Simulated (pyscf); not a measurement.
Single points on ωB97X-D3(BJ)/def2-SVP structures (PySCF, gas phase).

What are the homolytic bond dissociation enthalpies (298 K) of HO–Ti(OH)(Cl)–Cl (SMILES [OH][Ti]([OH])([Cl])[Cl]) at ωB97M-D3(BJ)/def2-TZVP, weakest first?

Cl–Ti to [HO–Ti(OH)–Cl]• + Cl•: 366.5 kJ/mol; O–Ti to OH• + [HO–Ti(Cl)–Cl]•: 398.5 kJ/mol; H–O to [O–Ti(OH)(Cl)–Cl]• + H•: 503.9 kJ/mol. Ring and multiple bonds, and those that leave no two simple radicals, are not listed. The radicals are drawn with the spin at the cut bond; how far it spreads was not checked. Other isomers of [HO–Ti(Cl)–Cl]•, [O–Ti(OH)(Cl)–Cl]•, [HO–Ti(OH)–Cl]• were not searched in full and may lie lower. Left out: the spin-orbit lowering of Cl, OH. Open-shell species with a d-block atom are single-reference here; other states, and whether the spin sits on metal or ligand, were not checked.
